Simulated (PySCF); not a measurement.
tetrafluoroethylene anion (C2F4), SMILES FC(=C(F)F)F (connectivity only; charge and spin as stated), charge -1, multiplicity 2.

Coordinates come from a ωB97X-D3(BJ)/def2-SVPD optimisation. The multiplicity is an assumed one; other spin states were not compared.

These are B3LYP/def2-SVPD (PySCF) values and carry that method's errors.

Gas-phase values at a fixed geometry. A positive occupied level means that this level leaves the electron formally unbound; only the finite basis holds it.

Computed frontier levels, dipole moment and polarisability:
```
Quantity                                                           Result
------------------------------------------------  -----------------------
α spin, highest occupied and lowest empty level          0.44 and 5.36 eV
β spin, highest occupied and lowest empty level         -0.54 and 3.23 eV
dipole moment about the centre of nuclear charge                   0.00 D
mean static polarisability                           48.6 bohr³ (7.21 Å³)
polarisability, principal values                   40.0, 42.3, 63.6 bohr³
⟨S²⟩                                              0.757 (pure state 0.75)
```
